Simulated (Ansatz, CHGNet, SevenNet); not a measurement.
Elastic constant C12 (GPa) of solids drawn from the class of oxides, from the machine-learned potential CHGNet 0.3.0 (trained on PBE and PBE+U data); the machine-learned potential CHGNet-r²SCAN (trained on r²SCAN data); the machine-learned potential SevenNet-0 (trained on PBE and PBE+U data); the machine-learned potential SevenNet-l3i5 (trained on PBE and PBE+U data); PBE in Ansatz (plane waves, PAW); r²SCAN (Ansatz, a program for electronic structure, plane waves, PAW).

```json
[
 {"solid": "cubic perovskite KTaO3", "CHGNet 0.3.0": "81.7", "CHGNet-r²SCAN": "118", "SevenNet-0": "75.1", "SevenNet-l3i5": "73.0", "PBE": "75.0", "r²SCAN": "[?]"},
 {"solid": "A-type hexagonal La2O3", "CHGNet 0.3.0": "123", "CHGNet-r²SCAN": "131", "SevenNet-0": "115", "SevenNet-l3i5": "116", "PBE": "118", "r²SCAN": "[?]"},
 {"solid": "rutile SnO2", "CHGNet 0.3.0": "132", "CHGNet-r²SCAN": "145", "SevenNet-0": "137", "SevenNet-l3i5": "141", "PBE": "140", "r²SCAN": "174"},
 {"solid": "cubic perovskite BaZrO3", "CHGNet 0.3.0": "83.1", "CHGNet-r²SCAN": "103", "SevenNet-0": "85.6", "SevenNet-l3i5": "78.4", "PBE": "79.1", "r²SCAN": "85.5"},
 {"solid": "rock-salt CaO", "CHGNet 0.3.0": "61.9", "CHGNet-r²SCAN": "69.0", "SevenNet-0": "58.6", "SevenNet-l3i5": "58.0", "PBE": "57.4", "r²SCAN": "59.5"},
 {"solid": "cubic perovskite BaHfO3", "CHGNet 0.3.0": "80.9", "CHGNet-r²SCAN": "102", "SevenNet-0": "90.0", "SevenNet-l3i5": "83.2", "PBE": "78.9", "r²SCAN": "86.4"},
 {"solid": "rutile TiO2", "CHGNet 0.3.0": "165", "CHGNet-r²SCAN": "177", "SevenNet-0": "169", "SevenNet-l3i5": "177", "PBE": "169", "r²SCAN": "198"},
 {"solid": "rock-salt SrO", "CHGNet 0.3.0": "43.2", "CHGNet-r²SCAN": "52.2", "SevenNet-0": "49.6", "SevenNet-l3i5": "43.3", "PBE": "46.9", "r²SCAN": "48.8"}
]
```

Problem. Complete the blanks.

Solution. 
- cubic perovskite KTaO3, r²SCAN: 82.8
- A-type hexagonal La2O3, r²SCAN: 127

The levels part most in proportion for cubic perovskite KTaO3 (73.0 to 118 GPa) and least for A-type hexagonal La2O3 (115 to 131 GPa).

Ansatz's runs of these crystals have no spin polarisation.

Each level is taken at its own relaxed cell. Ansatz's density-functional and Hartree–Fock values are scalar-relativistic unless marked +SOC, with PAW data made under PBE.

Machine-learned potentials (CHGNet 0.3.0, CHGNet-r²SCAN, SevenNet-0, SevenNet-l3i5) are trained on DFT data: a solid inside that data is no test of them.
